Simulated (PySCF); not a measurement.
One of the candidates below gave these computed data.

All candidates are C4H4O.

| technique | computed result |
| --- | --- |
| Valence photoelectron | vertical ionisation energy: 10.10 eV [ΔSCF CAM-B3LYP/def2-SVPD] |
| Rotational structure | rotational constants A, B, C: 19.099, 3.385, 2.933 GHz [PBE0-D3(BJ)/def2-SVP] |
| 13C NMR | chemical shifts (computed TMS as zero) by class: 185.1 (1 C), 135.3 (1 C), 121.4 (1 C), 10.5 (1 C) ppm [GIAO PBE0/pcSseg-1] |
| UV, first state | lowest singlet excitation: 3.54 eV (351 nm, f = 0.001) [TDDFT CAM-B3LYP/def2-SVPD] |
| Polarisability | 49.9 au [CAM-B3LYP/def2-SVPD] |
| Triplet | lowest triplet excitation (Tamm–Dancoff): 3.00 eV [TDA CAM-B3LYP/def2-SVPD] |
| Dipole | 2.75 D [CAM-B3LYP/def2-SVPD] |

Gas-phase values; electronic properties from PySCF, density fitting. Levels stand in brackets. One conformer (not necessarily the lowest) at the PBE0-D3(BJ)/def2-SVP geometry, without solvent, vibrations or thermal averaging. Each NMR value is the plain mean over a class of atoms that symmetry, rotation or inversion makes alike.

**Question.** Which candidate is it?
A. `O=CC1=CC1`
B. `Cc1cc1=O`
C. `C=C=CC=O`
D. `c1ccoc1`
E. `C=CC=C=O`

**Answer.** A. It is `O=CC1=CC1`. Numbering: `[O:1]=[CH:2][C:3]1=[CH:4][CH2:5]1`. Its formula, C4H4O, gives 3 degrees of unsaturation: 1 ring and 2 π bonds in the structure found. 4 carbons fall into 4 classes; from least to most shielded: aldehyde carbon [C2] (185.1 ppm), alkene CH carbon [C4] (135.3 ppm), fully substituted alkene carbon [C3] (121.4 ppm), allylic carbon [C5] (10.5 ppm). S1 is mainly HOMO−1→LUMO (weight 0.95); the largest Löwdin shares of the orbital it empties are 0.57 on the aldehyde oxygen, 0.14 on the aldehyde carbon, 0.09 on the fully substituted alkene carbon and 0.07 on the formyl hydrogen, of the orbital it fills 0.24 on the aldehyde carbon, 0.23 on the alkene CH carbon, 0.23 on the aldehyde oxygen and 0.18 on the fully substituted alkene carbon. By its constants the optimised geometry is an asymmetric top.

The others, at the same levels:
- `c1ccoc1` fails: it has 2 carbon classes against 4; its computed 13C shifts are 146.1 (2 C), 115.4 (2 C) ppm, rotational constant A is 9.545 GHz (against 19.099 GHz) and smallest rotational constant is 4.714 GHz (against 2.933 GHz).
- `C=CC=C=O` fails: its computed 13C shifts are 208.6 (1 C), 129.5 (1 C), 114.5 (1 C), 30.2 (1 C) ppm, lowest singlet excitation is 3.33 eV (372 nm, f = 0.000) (against 3.54 eV) and vertical ionisation energy is 8.54 eV (against 10.10 eV).
- `Cc1cc1=O` fails: its computed 13C shifts are 177.0 (1 C), 156.7 (1 C), 152.1 (1 C), 14.8 (1 C) ppm, lowest singlet excitation is 4.63 eV (268 nm, f = 0.000) (against 3.54 eV) and vertical ionisation energy is 9.23 eV (against 10.10 eV).
- `C=C=CC=O` fails: its computed 13C shifts are 231.8 (1 C), 189.1 (1 C), 96.4 (1 C), 83.9 (1 C) ppm, lowest singlet excitation is 3.78 eV (328 nm, f = 0.000) (against 3.54 eV) and vertical ionisation energy is 9.88 eV (against 10.10 eV).

Each candidate is one conformer, not necessarily the lowest. The conformers computed, where there is a choice (atom-mapped SMILES and torsion angles):
- `[O:1]=[CH:2][C:3]1=[CH:4][CH2:5]1`: O1–C2–C3–C4 2°
- `[CH2:1]=[CH:2][CH:3]=[C:4]=[O:5]`: C1–C2–C3–C4 180°
- `[CH2:1]=[C:2]=[CH:3][CH:4]=[O:5]`: C2–C3–C4–O5 0°
